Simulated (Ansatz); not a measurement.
# CH3Na (SMILES [CH3][Na]): one structure at several levels

How do the functionals fare away from a minimum? The structure is a structure displaced at random from a GFN2-xTB minimum.

The runs use Ansatz 0.2.0, Gaussian basis; single points in def2-TZVPP.

Correlated methods freeze the cores. The outer core shell of Li, Na, Mg and K is correlated.

## 1. Starting geometry

5 atoms, charge 0, spin multiplicity 1.

Atoms are counted from 1 here; the program's logs count them from 0.

Bond lengths: C1–Na2 2.242 Å, C1–H3 1.037 Å, C1–H4 1.255 Å, C1–H5 1.067 Å. Angles: Na2–C1–H3 128.2°, Na2–C1–H4 105.3°, Na2–C1–H5 116.7°, H3–C1–H4 95.4°, H3–C1–H5 106.7°, H4–C1–H5 97.4°.

As a file:

```
C     0.0570   -0.1129   -0.1142
Na    0.9452    0.4891    1.8547
H    -0.2202   -1.0618   -0.4290
H    -1.1073    0.3547   -0.1099
H     0.4106    0.4054   -0.9778
```

## 2. CCSD(T)/def2-TZVPP

run/in.yaml

```yaml
crystal:
  periodic: [false, false, false]
  atoms:
    - {symbol: C, position_ang: [0.057000, -0.112900, -0.114200]}
    - {symbol: Na, position_ang: [0.945200, 0.489100, 1.854700]}
    - {symbol: H, position_ang: [-0.220200, -1.061800, -0.429000]}
    - {symbol: H, position_ang: [-1.107300, 0.354700, -0.109900]}
    - {symbol: H, position_ang: [0.410600, 0.405400, -0.977800]}
basis:
  gaussian: {orbitals: def2-TZVPP}
correlation: {method: ccsd_t}
output: {forces: true}
```

No record of the launch command was kept for these runs.

## 3. PBE0-D4/def2-TZVPP

run/in.yaml: that of step 2 with these lines changed.

```diff
@@ -10,3 +10,3 @@
   gaussian: {orbitals: def2-TZVPP}
-correlation: {method: ccsd_t}
-output: {forces: true}
+hamiltonian: {xc: pbe0, dispersion: d4}
+output: {forces: true, orbitals: {seedname: orbitals}}
```

## 4. wB97M-V/def2-TZVPP

run/in.yaml: that of step 3 with these lines changed.

```diff
@@ -10,3 +10,3 @@
   gaussian: {orbitals: def2-TZVPP}
-hamiltonian: {xc: pbe0, dispersion: d4}
-output: {forces: true, orbitals: {seedname: orbitals}}
+hamiltonian: {xc: {name: wB97M-V}}
+output: {forces: true}
```

## 5. r2SCAN-D4/def2-TZVPP

run/in.yaml: that of step 4 with these lines changed.

```diff
@@ -10,3 +10,3 @@
   gaussian: {orbitals: def2-TZVPP}
-hamiltonian: {xc: {name: wB97M-V}}
+hamiltonian: {xc: r2scan, dispersion: d4}
 output: {forces: true}
```

## 6. PBE-D4/def2-TZVPP

run/in.yaml: that of step 5 with these lines changed.

```diff
@@ -10,3 +10,3 @@
   gaussian: {orbitals: def2-TZVPP}
-hamiltonian: {xc: r2scan, dispersion: d4}
+hamiltonian: {xc: pbe, dispersion: d4}
 output: {forces: true}
```

## 7. BHLYP-D4/def2-TZVPP

run/in.yaml: that of step 6 with these lines changed.

```diff
@@ -10,3 +10,3 @@
   gaussian: {orbitals: def2-TZVPP}
-hamiltonian: {xc: pbe, dispersion: d4}
+hamiltonian: {xc: {name: BHLYP}, dispersion: d4}
 output: {forces: true}
```

## 8. r2SCAN0-D4/def2-TZVPP

run/in.yaml: that of step 7 with these lines changed.

```diff
@@ -10,3 +10,3 @@
   gaussian: {orbitals: def2-TZVPP}
-hamiltonian: {xc: {name: BHLYP}, dispersion: d4}
+hamiltonian: {xc: {name: r2SCAN0}, dispersion: d4}
 output: {forces: true}
```

(Steps that only read results are left out.)

Before running it: what results should come out? Wanted: energy less free atoms, CCSD(T)/def2-TZVPP; RMS force component; RMS force error; HOMO and LUMO, PBE0-D4; T1 diagnostic.

**Answer**, as computed:

| quantity | value |
| --- | --- |
| energy less free atoms, CCSD(T)/def2-TZVPP | -14.030 eV |
| RMS force component | 1.457 to 1.495 eV/Å over the methods |
| RMS force error | PBE0-D4 0.047, wB97M-V 0.060, r2SCAN-D4 0.025, PBE-D4 0.082, BHLYP-D4 0.184, r2SCAN0-D4 0.086 eV/Å |
| HOMO and LUMO, PBE0-D4 | -4.95 and -1.26 eV |
| T1 diagnostic | 0.012 |

**Reading.** Against CCSD(T) the functionals' energies less atoms differ by -0.492 to +0.069 eV, PBE-D4 by -0.492 eV. The reference is not at the basis limit: in triple zeta CCSD(T) underbinds, which counts against methods that bind more; the gaps are no ranking. The forces of r2SCAN-D4 come nearest to CCSD(T), those of BHLYP-D4 are farthest. Frozen-core CCSD(T) forces in triple zeta carry basis errors of their own, and this is one geometry, so small gaps rank nothing.
